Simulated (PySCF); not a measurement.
Molecule: `C(=C(\C=C)F)/C`, C$_{5}$H$_{7}$F.

Atom-mapped SMILES (the numbers label the heavy atoms): `[CH2:1]=[CH:2]/[C:3]([F:4])=[CH:5]/[CH3:6]`; H(Xn) means a hydrogen on atom n. Ha(C1) is cis to C3; Hb(C1) is trans to C3.

Geometry PBE0-D3(BJ)/def2-SVP throughout; GIAO in PySCF, gas phase, one conformer, non-relativistic; equivalent atoms averaged; functional PBE0.

Problem. How do the absolute shieldings σ depend on the basis set? (a selection of nuclei; ppm; last column core-seconds on 1 thread of an Arm Neoverse V1, shared host)

Solution. 
```tsv
basis set	functions	C3	C2	C1	C6	F4	Ha(C1)	Hb(C1)	H(C5)	H(C6)	core-s
STO-3G	37	109.8	124.5	131.4	215.6	335.1	27.09	27.29	27.97	31.13	2.9
6-31G	68	45.6	71.9	85.5	187.3	317.7	26.57	27.15	27.73	30.74	5.6
pcSseg-0	68	19.9	51.3	64.5	179.3	315.3	26.81	27.18	28.19	30.80	4.6
6-31G*	98	43.4	69.3	82.5	182.2	324.8	26.43	26.87	27.43	30.29	7.3
cc-pVDZ	119	40.0	65.9	81.6	184.5	323.4	25.63	26.14	26.68	29.58	12
def2-SVP	119	36.9	64.1	79.2	183.0	327.1	25.75	26.22	26.82	29.66	8.9
pcSseg-1	137	19.3	47.2	63.4	172.3	307.8	25.49	25.92	26.52	29.41	11
aug-cc-pVDZ	201	38.6	64.4	82.0	183.8	323.4	25.57	26.04	26.44	29.53	22
6-311+G(2d,p)	204	23.0	50.7	69.0	175.6	309.8	25.76	26.26	26.63	29.70	24
def2-TZVP	228	21.1	49.6	68.3	175.2	309.0	25.75	26.22	26.56	29.69	32
cc-pVTZ	278	23.1	51.4	69.3	175.9	310.3	25.56	26.02	26.39	29.50	45
IGLO-III	280	14.9	43.3	62.3	172.3	308.1	25.63	26.11	26.48	29.55	37
pcSseg-2	314	13.9	42.5	61.4	172.3	308.4	25.50	25.94	26.30	29.41	51
```

Problem. Which nucleus among those listed moves most, in ppm?

Solution. C3 (fully substituted alkene carbon): from 13.9 ppm with pcSseg-2 to 109.8 ppm with STO-3G. The smallest spread is 1.37 ppm, at Hb(C1). Proton shifts span only some 12 ppm, so a few tenths of a ppm matter as much there as several ppm in carbon.

Problem. Taking the largest basis, pcSseg-2 (314 functions), as the yardstick, rank the others by their worst heavy-atom deviation.

Solution. IGLO-III 0.9 ppm (280 functions), pcSseg-1 5.4 ppm (137 functions), def2-TZVP 7.2 ppm (228 functions), pcSseg-0 8.8 ppm (68 functions), 6-311+G(2d,p) 9.0 ppm (204 functions), cc-pVTZ 9.2 ppm (278 functions), def2-SVP 22.9 ppm (119 functions), aug-cc-pVDZ 24.6 ppm (201 functions), cc-pVDZ 26.0 ppm (119 functions), 6-31G* 29.4 ppm (98 functions), 6-31G 31.7 ppm (68 functions), STO-3G 95.8 ppm (37 functions).

A small basis that lands close on one nucleus may do so by chance; judge by the trend and by all nuclei.
